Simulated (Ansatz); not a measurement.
# B2HCl+ (doublet): the correlation ladder, cc-pVDZ

How much of the correlation energy of B2HCl+ (doublet) does each wave-function method recover here?

Method: cc-pVDZ, core rule «outside noble gas», up to 7 orbitals frozen; program: Ansatz 0.2.0, Gaussian basis.

To be run: UHF; CCSD(T) on ROHF; CCSD(T) on UHF; BCCD(T) on ROHF; CISD; CCSDT(Q) on ROHF; CCSDT(Q) on UHF; CASSCF and MRCISD+Q, 9 electrons in 9 orbitals; CASSCF and MRCISD+Q(relaxed), 9 electrons in 9 orbitals; CASSCF and NEVPT2, 9 electrons in 9 orbitals.

18 further runs of the same task are left out: 7 that didn't finish, 11 set aside as unsound or not needed.

### 1 The geometry

The geometry is a PBE0/def2-TZVP stationary point (not a proven minimum) of the parent state, kept for this charge and spin.

4 atoms, charge 1, spin multiplicity 2.

Atoms are counted from 1 here; the program's logs count them from 0.

Bond lengths: B1–B2 1.516 Å, B1–H4 1.174 Å, B2–Cl3 1.678 Å. Angles: B2–B1–H4 180.0°, B1–B2–Cl3 180.0°.

### 2 UHF

Input file in.yaml:

```yaml
crystal:
  periodic: [false, false, false]
  atoms:
    - {symbol: B, position_ang: [0.000000, 0.000000, 0.883625]}
    - {symbol: B, position_ang: [0.000000, 0.000000, -0.631972]}
    - {symbol: Cl, position_ang: [0.000000, 0.000000, -2.309722]}
    - {symbol: H, position_ang: [0.000000, 0.000000, 2.058069]}
basis:
  gaussian: {orbitals: cc-pVDZ}
total_charge: 1
magnetization: {spin_polarized: true, initial_magnetization: 1}
hamiltonian: {xc: hf}
output: {orbitals: {seedname: orbitals}}
```

Command:

```sh
> ansatz run in.yaml --threads 1 --pin off --events-out ev --progress --plain --max-ram 2393MiB
```

The runs that follow: CCSD(T) on ROHF; CCSD(T) on UHF; BCCD(T) on ROHF; CISD; CCSDT(Q) on ROHF; CCSDT(Q) on UHF; CASSCF and MRCISD+Q, 9 electrons in 9 orbitals; CASSCF and MRCISD+Q(relaxed), 9 electrons in 9 orbitals; CASSCF and NEVPT2, 9 electrons in 9 orbitals.

**Question.** What will the summary of the whole plan be? Wanted: UCCSDT(Q) below the RHF energy; RMP2 from UCCSDT(Q); UMP2 from UCCSDT(Q); RCCSD from UCCSDT(Q); RCCSD(T) from UCCSDT(Q); UCCSD(T) from UCCSDT(Q); RCCSDT(Q) from UCCSDT(Q); NEVPT2 frontier from UCCSDT(Q); MRCISD+Q frontier from UCCSDT(Q).

**Answer**, as computed:

| quantity | value |
| --- | --- |
| UCCSDT(Q) below the RHF energy | -7.9208 eV |
| RMP2 from UCCSDT(Q) | +1225.3 meV |
| UMP2 from UCCSDT(Q) | +1229.5 meV |
| RCCSD from UCCSDT(Q) | +302.8 meV |
| RCCSD(T) from UCCSDT(Q) | +51.4 meV |
| UCCSD(T) from UCCSDT(Q) | +51.5 meV |
| RCCSDT(Q) from UCCSDT(Q) | +5.7 meV |
| NEVPT2 frontier from UCCSDT(Q) | +1334.9 meV |
| MRCISD+Q frontier from UCCSDT(Q) | +86.9 meV |
| MRCISD+Q(relaxed) frontier from UCCSDT(Q) | +50.1 meV |
| levels within 1 kcal/mol (43 meV) | RCCSDT, UCCSDT, RCCSDT(Q) |
| T1 diagnostic | 0.024 |

RCCSD(T) lands +51.4 meV from the yardstick (0.6 % of the correlation energy). Of the multireference levels listed MRCISD+Q(relaxed) frontier comes nearest in total energy (+50.1 meV), which doesn't show that its space is the better one. These misses are within one basis, not against nature; the frozen cores of restricted and unrestricted runs differ, which can shift their rows.
